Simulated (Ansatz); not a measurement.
Below is the output of a Python script on Ansatz 0.2.0 through its Python package that makes a ladder of methods at one geometry of O₂S, SMILES O=S=O. Write a script that gives it. Use (for the species named): PBE0, cc-pVDZ basis, multiplicity 1. The script varies functional: pbe0, hse06, cam_b3lyp, lda, r2scan0.

```xyz
3

O    -0.9702    0.6297   -0.4591
S     0.2800    0.3714    0.1941
O     0.6902   -1.0011    0.2650
```

```console
$ python methods_o2s.py
functional    E (Ha)        dipole (D)   HOMO (eV)  LUMO (eV)
pbe0          -548.292164     1.852      -9.097     -3.077
hse06         -548.279366     1.849      -8.689     -3.467
cam_b3lyp     -548.544577     1.939     -10.489     -1.794
lda           -546.165831     1.666      -7.537     -4.084
r2scan0       -548.455906     1.924      -9.395     -3.133
```

One script that gives this output:

The script, `methods_o2s.py`:
```python
"""One geometry of O2S, method by method."""

from pathlib import Path

import ansatz as az
from ase import Atoms
import numpy as np

atoms = Atoms(["O", "S", "O"], positions=[
    (-0.9702, 0.6297, -0.4591),
    (0.28, 0.3714, 0.1941),
    (0.6902, -1.0011, 0.265),
])
system = az.Crystal.molecule_from_ase(atoms)

calc = system.calculation().basis(gaussian="cc-pVDZ")

print("functional    E (Ha)        dipole (D)   HOMO (eV)  LUMO (eV)")
for name in ["pbe0", "hse06", "cam_b3lyp", "lda", "r2scan0"]:
    r = calc.functional(name).forces().orbitals().run(runs_dir="runs").report
    lines = Path(r["orbitals_path"]).read_text().splitlines()
    field_of = lambda key: [line.split("=")[1].strip() for line in lines if line.startswith(key)]
    orbitals = [(27.211386 * float(e), s, float(n)) for e, s, n in zip(field_of("Ene="), field_of("Spin="), field_of("Occup="))]
    homo = max(e for e, _, n in orbitals if n > 0.5)
    lumo = min(e for e, _, n in orbitals if n < 0.5)
    dipole = 4.803205 * np.linalg.norm(r["charge_distribution"]["dipole_moment_e_ang"])
    print(f"{name:10s} {r['free_energy_ev'] / 27.211386246:14.6f} {dipole:9.3f} {homo:11.3f} {lumo:10.3f}")
```

These settings explore the input space; basis and method may be short of convergence. The geometry is a force-field or estimated start, not a minimum of this method, and the basis set is short of its limit. A lower total doesn't mark the better method: functionals have no common bound, and MP2 and coupled cluster aren't variational. Levels such as HOMO and LUMO are orbital energies: with these approximate functionals they aren't the ionisation energy and electron affinity, and their gap isn't the fundamental gap. For Al to Cl the sets with a tight d function, cc-pV(X+d)Z, are usual. hse06 follows the composition of plane-wave codes, whose totals differ by tens of mHa, up to about 0.1 Ha, from the form usual in Gaussian-basis programs (wpbeh). Timing: 4.7 s on 1 thread of Arm Neoverse V2, on a shared host, peak memory 0.17 GiB.

(Lines on the test bed's own set-up are left out of the output.)
